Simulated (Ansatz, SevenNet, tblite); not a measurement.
**Ladder of methods for the elastic constant C11 of zinc-blende ZnSe**

Reference value: 85.9 GPa (measured, temperature not stated, not corrected to a static lattice; as tabulated in Oses et al. (2018), arXiv:1811.08464).

**Question.** Put these levels in order of the elastic constant C11 that they give for zinc-blende ZnSe, smallest first: GFN1-xTB (tblite), LDA (Ansatz, a program for electronic structure), PBE (Ansatz), SevenNet-l3i5 (SevenNet).

**Answer.** GFN1-xTB (62.5 GPa), SevenNet-l3i5 (74.2 GPa), PBE (79.7 GPa), LDA (97.4 GPa)

Unless a cell is named, each level is at its own relaxed cell (GFN1-xTB 25.26, SevenNet-l3i5 23.64, LDA 21.57, PBE 23.55 Å³/atom).

Differences against the reference: GFN1-xTB -27 %, SevenNet-l3i5 -13.6 %, LDA +13.4 %, PBE -7.2 %.

The measured value isn't corrected to a static lattice, so vibrations enter the comparison. A static lattice is as a rule stiffer than a warm one, by over a tenth in soft solids.  GFN1-xTB: the method was fitted mainly to molecules. GFN1-xTB: the run uses a supercell at the zone centre in place of a k mesh. Each level is taken at its own relaxed cell. Ansatz's density-functional and Hartree–Fock values are scalar-relativistic unless marked +SOC, with PAW data made under PBE.

Machine-learned potentials (SevenNet-l3i5) are trained on DFT data, which may include these solids.

Differences are worked out from the printed values.
